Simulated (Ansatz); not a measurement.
A (100) slab of Ir (Fm-3m (No. 225)), 6 planes, outer planes Ir (top) and Ir (bottom), with 6 atoms (Ir6) in a surface cell of A = 7.335 Å², as cut from the bulk:

```yaml
crystal:
  lattice:
    - [2.70838, 0.00000, 0.00000]
    - [0.00000, 2.70838, 0.00000]
    - [0.00000, 0.00000, 24.57558]
  atoms:
    - { symbol: Ir, position: [0.50000, 0.50000, 0.30518] }
    - { symbol: Ir, position: [0.00000, 0.00000, 0.38311] }
    - { symbol: Ir, position: [0.50000, 0.50000, 0.46104] }
    - { symbol: Ir, position: [0.00000, 0.00000, 0.53896] }
    - { symbol: Ir, position: [0.50000, 0.50000, 0.61689] }
    - { symbol: Ir, position: [0.00000, 0.00000, 0.69482] }
```

Computed with DFT PBEsol, scalar-relativistic, plane waves, PAW (Ansatz 0.2.0). Plane waves to 420 eV, a k mesh through Γ of 13×13×1 on the computed 6-atom cell and Gaussian smearing (0.10 eV); no spin polarisation. The cell repeats along c with a dipole correction in the vacuum.

Against the same 6 atoms in the bulk, the slab as cut lies 3.126 eV higher and the relaxed slab 3.017 eV higher.

Question: Work out the surface energy before and after relaxation.

Answer: The slab has two faces, so γ = (E_slab − N·E_bulk)/(2A), the mean of both. As cut: 3.126/(2 × 7.335) = 0.2131 eV/Å², and 1 eV/Å² = 16.02 J/m², so γ = 3.41 J/m². Relaxed: 3.017/(2 × 7.335) = 0.2057 eV/Å² = 3.29 J/m². Relaxation recovers 3 % of the cost of cutting.

Question: A cut through this plane breaks about 4 nearest-neighbour bonds a surface cell. What does each broken bond cost, before relaxation?

Answer: One cut makes two faces and costs 2γA = 3.126 eV, shared by 4 bonds: 0.78 eV a bond. In a metal this is less than the cohesive energy a bond, since the bonds that remain at the surface strengthen.

Question: What is the ideal work of this cut, per area?

Answer: Griffith's ideal work is 2γ: 6.83 J/m² if the new faces stay rigid, 6.59 J/m² if they relax. One thickness was run, 6 planes, so γ can still shift with it.